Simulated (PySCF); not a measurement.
First SCF of a structure search on quartet [C3]+, at a hand-made obtuse triangle geometry. PySCF input:

```python
from pyscf import gto, scf, dft
mol = gto.M(atom='''
C      0.000000     0.000000     0.000000
C      1.170000     0.900000     0.000000
C     -1.170000     0.900000     0.000000''',
    basis={'C': 'def2-TZVP'},
    charge=1, spin=3)
mf = dft.UKS(mol, xc='PBE0')
mf.grids.atom_grid = (50, 194)
aux = {'C': 'def2-universal-JKFIT'}
mf = mf.density_fit(auxbasis=aux)
mf.conv_tol = 1e-08
mf.diis_space = 10
mf.max_cycle = 60
mf.init_guess = 'minao'
mf.verbose = 4
mf.kernel()
```

Excerpt of the output (cycles alone):

```
init E= -113.779752165154
cycle= 1 E= -113.279810575752  delta_E=  0.5  |g|= 0.307  |ddm|=  1.1
cycle= 2 E= -113.349946876806  delta_E= -0.0701  |g|= 0.173  |ddm|= 0.519
cycle= 3 E= -113.365157741179  delta_E= -0.0152  |g|= 0.0966  |ddm|= 0.181
cycle= 4 E= -113.37024587398  delta_E= -0.00509  |g|= 0.0501  |ddm|= 0.0885
cycle= 5 E= -113.374049987531  delta_E= -0.0038  |g|= 0.0237  |ddm|= 0.0796
cycle= 6 E= -113.375989231774  delta_E= -0.00194  |g|= 0.0107  |ddm|= 0.0721
cycle= 7 E= -113.376860576913  delta_E= -0.000871  |g|= 0.00686  |ddm|= 0.0555
cycle= 8 E= -113.377338667862  delta_E= -0.000478  |g|= 0.00423  |ddm|= 0.0476
cycle= 9 E= -113.377557871198  delta_E= -0.000219  |g|= 0.00102  |ddm|= 0.0541
cycle= 10 E= -113.377559930987  delta_E= -2.06e-06  |g|= 0.00014  |ddm|= 0.00337
cycle= 11 E= -113.377559990493  delta_E= -5.95e-08  |g|= 5.14e-05  |ddm|= 0.00068
cycle= 12 E= -113.377559995663  delta_E= -5.17e-09  |g|= 9.91e-06  |ddm|= 0.000151
Extra cycle  E= -113.377559995817  delta_E= -1.54e-10  |g|= 9.11e-06  |ddm|= 2.1e-05
converged SCF energy = -113.377559995817  <S^2> = 3.9487192  2S+1 = 4.0981553
```

No lower solution of this spin was found from smeared starts or by a stability analysis within the unrestricted form.

The search for the lowest solution, 3 starts and the stability check together, took 4.8 s on 4 threads of a shared Intel Xeon 6975P-C (Granite Rapids) host, with 93 basis functions; the process peaked at 0.38 GiB. Launch command: `OMP_NUM_THREADS=4 python axn.py task.json out`.
